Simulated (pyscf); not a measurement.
Optimised with ωB97X-D3(BJ)/def2-SVP in PySCF.

### Question
Estimate the classical barrier height and the reaction energy of F–Mg–Cl + F–Si(Cl)(Cl)–Cl -> F–Mg–F + Cl–Si(Cl)(Cl)–Cl at HF/def2-TZVP. The step runs on the singlet surface, breaks Cl–Mg, F–Si and forms F–Mg, Cl–Si; take the separated reactants as zero.

### Answer
ΔE‡ = 25.1 kcal/mol, ΔE = +23.5 kcal/mol. ωB97M-D3(BJ)/def2-TZVP gives 6.6 kcal/mol and +17.1 kcal/mol. Zero-point energy shifts the barrier by +0.6 kcal/mol. It is a four-centre exchange, with an imaginary mode of 46i cm⁻¹. On the reactant side the descent ends in an adduct with a F–Mg contact, 12.9 kcal/mol under the separated species and 12.3 kcal/mol under the saddle at ωB97X-D3(BJ)/def2-TZVP. On the product side the descent ends in an adduct with a Mg–Si, Cl–Mg, Cl–Mg, F–Si contact, 18.4 kcal/mol under the separated species and 1.4 kcal/mol under the saddle at ωB97X-D3(BJ)/def2-TZVP. What is counted as formed (F–Mg) is already present as a longer contact in the reactant adduct; forming that adduct is a step of its own. What is counted as broken (Cl–Mg, F–Si) persists as a longer contact in the product adduct; parting that adduct is a step of its own. At ωB97X-D3(BJ)/def2-TZVP the barrier from the zero used here is -0.6 kcal/mol. This is the saddle that the search found; another between the same sides may lie lower.
